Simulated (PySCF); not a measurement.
# C2N2 (Isocyanogen): the cost of one run

Programs: PySCF 2.14.0, with density-fitted response routines of our own. Each step states its level of theory. These are calculated values for one molecule, in the gas phase or a continuum, unless marked as measured. Atoms count from 0, in the outputs and in this text.

### Step 1. The molecule as given

4 atoms, charge 0, multiplicity 1; geometry from: GFN2-xTB. The atoms were then displaced at random by about 0.01 Å, so the start is not that level's minimum.

Bonds of the start (Å): C0–N1 1.16, N1–C2 1.28, C2–N3 1.20.

### Step 2. Geometry optimisation at PBE0-D3(BJ)/def2-TZVP

Job settings and geometry (Å):

```
{"job": {"xc": "PBE0", "basis": "def2-TZVP", "d3": "d3bj", "grid": 2, "shake": 0.01, "kind": "geom"}, "charge": 0, "multiplicity": 1}
C     -1.645620    -0.662990     0.631170
N     -0.592730    -0.229180     0.424240
C      0.584640     0.229340     0.196030
N      1.691710     0.637460     0.005110
```

The run is started by

```bash
> OMP_NUM_THREADS=1 python probes_run.py task.json out
```

The driver reads the jobs from task.json and runs them one after another.

Q: Estimate the wall time and peak memory of this first job on 1 thread of Arm Neoverse N1, shared host.

About 41 s, with a peak of 0.46 GiB.
